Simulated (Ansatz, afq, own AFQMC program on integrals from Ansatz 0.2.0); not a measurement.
AFQMC on a folder of integrals that Ansatz 0.2.0 wrote.

```yaml
crystal:
  periodic: [false, false, false]
  atoms:
    - {symbol: Si, position_ang: [0.000000, 0.175282, 0.580727]}
    - {symbol: C, position_ang: [0.000000, -0.448839, -1.205926]}
    - {symbol: H, position_ang: [0.000000, 0.464312, -1.811601]}
basis:
  gaussian: {orbitals: cc-pVDZ}
magnetization: {spin_polarized: true, initial_magnetization: 3}
correlation: {method: ccsd_t, electrons: outside_noble_gas, hamiltonian_folder: ham}
```

```sh
$ ansatz run in.yaml --threads 1 --pin off --events-out ev --progress --plain --max-ram 1382MiB
```

afq runs on the folder ham with

```
--method free --trial cid --walkers 50 --time-step 0.02 --max-blocks 30 --target-error 0.00072 --factor-cut 1e-06 --seed 842 --times 0.0,0.4,0.8,1.6,2.4 --taylor-order 6
```

Times are imaginary, in 1/Eh. The walk had a cap of 268 s.

Output of the walk:

```
orbitals 31  electrons 6 3  factors 266 of 362
reference energy -327.20863337 Eh
CCSD correlation -0.18124371 Eh in 13 cycles, weight of the determinant in the CISD state 0.8601
repeat  energy at the last time / Eh  error
    10  -327.397493  0.000856
    20  -327.396788  0.000794
    30  -327.396455  0.000616
time / (1/Eh)  energy / Eh  error  mean overlap
  0.00  -327.389967  0.000188  1.1316
  0.40  -327.394736  0.000275  1.1192
  0.80  -327.395575  0.000311  1.1441
  1.60  -327.397140  0.000419  1.1667
  2.40  -327.396455  0.000616  1.2278
energy -327.396455 +/- 0.000616 Eh
```

The run passed its tests (error under three times the target), which doesn't prove that it has relaxed.

Against this walk (error 16.8 meV) on the same determinant: CCSD(T) 19.4 meV higher (within the noise), CCSDT(Q) 39.4 meV lower. The error is statistical, and a free projection of finite length keeps a remainder of its start. The last points scatter (meV from the last: 177 ± 5 at 0.00, 47 ± 7 at 0.40, 24 ± 8 at 0.80, -19 ± 11 at 1.60, 0 ± 17 at 2.40); the last is the one printed as the energy, and the gaps above move with that scatter.

Cautions: remainder of the start not in the error; lower spins were not checked; higher spins were not checked; raised T1 diagnostic (T1 0.041, weight of the determinant 0.86, largest double 0.06).

The walk took 37 s on 1 thread of Arm Neoverse V2 (shared host). The log's last line is the free-projection energy.

CCSDT and higher add their correlation energy to the determinant of the CCSD(T) run, since their own runs factorise the integrals more tightly (a shift of under 2 meV). A walk keeps the symmetry of its determinant, which the program's search chose and which needn't be the lowest solution, so a lower state of the same spin and another symmetry isn't excluded.
